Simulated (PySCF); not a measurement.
Structure with atom numbers: `[CH3:1][CH2:2][S:3](=[O:4])(=[O:5])[Cl:6]`. Each H is labelled by its parent atom.

Geometry: PBE0-D3(BJ)/def2-SVP; GIAO absolute shieldings from PySCF 2.14.0 with density-fitted response routines, gas phase, non-relativistic, averaged over equivalent atoms.

At PBE0/6-31G (72 basis functions, 6.8 s wall time on 1 thread of an Arm Neoverse V1, shared host):
```json
{"atoms": "C2", "σ (ppm)": "133.1"}
{"atoms": "C1", "σ (ppm)": "189.6"}
{"atoms": "S3", "σ (ppm)": "179.3"}
{"atoms": "O4/O5", "σ (ppm)": "-26.1"}
{"atoms": "Cl6", "σ (ppm)": "276.2"}
{"atoms": "H(C2)", "σ (ppm)": "29.33"}
{"atoms": "H(C1)", "σ (ppm)": "30.85"}
```

Q: Estimate the result of repeating the calculation with PBE0/6-31G*.

A: 
```
atoms  σ at PBE0/6-31G*  change
   C2             134.5    +1.4
   C1             184.4    -5.2
   S3             184.8    +5.5
O4/O5              38.6   +64.7
  Cl6             380.2  +104.0
H(C2)             29.11   -0.22
H(C1)             30.58   -0.27
```

The largest change is at Cl6 (chlorine bonded to S). Cost: 102 basis functions, 8.9 s wall time on 1 thread of an Arm Neoverse V1, shared host.
